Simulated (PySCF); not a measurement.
SMILES C=C(C)C (CAM-B3LYP/def2-SVP optimised geometry):

```
12

C     -0.401    -1.352     1.254
C     -0.819     0.091     1.176
C     -0.284     0.860     0.000
C     -1.612     0.651     2.091
H      0.698    -1.440     1.294
H     -0.727    -1.903     0.356
H     -0.819    -1.854     2.136
H      0.819     0.860     0.000
H     -0.628     1.903     0.000
H     -0.597     0.393    -0.949
H     -1.909     1.701     2.023
H     -1.993     0.080     2.942
```

Method: CAM-B3LYP/def2-TZVP in PySCF 2.14.0.

What are the frontier orbital energies and the dipole moment?

HOMO-2 -11.73 eV, HOMO-1 -10.98 eV, HOMO -8.37 eV, LUMO 1.65 eV, LUMO+1 2.01 eV; dipole moment 0.56 D.

On the same geometry PBE/def2-TZVP (PySCF) gives HOMO-2 -8.73 eV, HOMO-1 -8.11 eV, HOMO -5.93 eV, LUMO -0.51 eV, LUMO+1 0.49 eV; dipole moment 0.58 D.

Meta-Löwdin charges at CAM-B3LYP/def2-TZVP: C1 -0.33, C2 0.06, C3 -0.33, C4 -0.30, H5 0.11, H6 0.11, H7 0.11, H8 0.11, H9 0.11, H10 0.11, H11 0.11, H12 0.11.
